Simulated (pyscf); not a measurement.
Structures and frequencies: ωB97X-D3(BJ)/def2-SVP in PySCF.

### Question
PBE/def2-TZVP puts the barrier of HO–Si(SiH₃)(SiH₃)–SiH₃ + ammonia (NH₃) → H₂N–SiH₂–Si(OH)(SiH₃)–SiH₃ + hydrogen (H₂) (four-centre exchange; singlet surface; H–Si, H–N broken, N–Si, H–H formed) at 37.2 kcal/mol and the reaction energy at -2.0 kcal/mol, from the separated reactants. What do B3LYP-D3(BJ)/def2-TZVP, M06-2X/def2-TZVP, ωB97M-D3(BJ)/def2-TZVP give on the same structures?

### Answer
B3LYP-D3(BJ): ΔE‡ = 41.6 kcal/mol, ΔE = -4.5 kcal/mol; M06-2X: ΔE‡ = 41.6 kcal/mol, ΔE = -6.9 kcal/mol; ωB97M-D3(BJ): ΔE‡ = 41.4 kcal/mol, ΔE = -4.3 kcal/mol. PBE's barrier lies under all of them, by 4.2 to 4.4 kcal/mol. Its reaction energy lies over all of them, by 2.3 to 4.9 kcal/mol. Low barriers are usual for a GGA, whose delocalisation error favours stretched bonds. On the reactant side the descent ends in a complex (not fully relaxed), 6.1 kcal/mol under the separated species and 48.1 kcal/mol under the saddle at ωB97X-D3(BJ)/def2-TZVP. At the saddle there is also a short H–Si contact that neither side keeps. HO–Si(SiH₃)(SiH₃)–SiH₃ lies 23.7 kcal/mol over its isomer H₃Si–SiH₂–O–SiH₂–SiH₃ (electronic energy, ωB97M-D3(BJ)/def2-TZVP). This is the saddle that the search found; another between the same sides may lie lower.
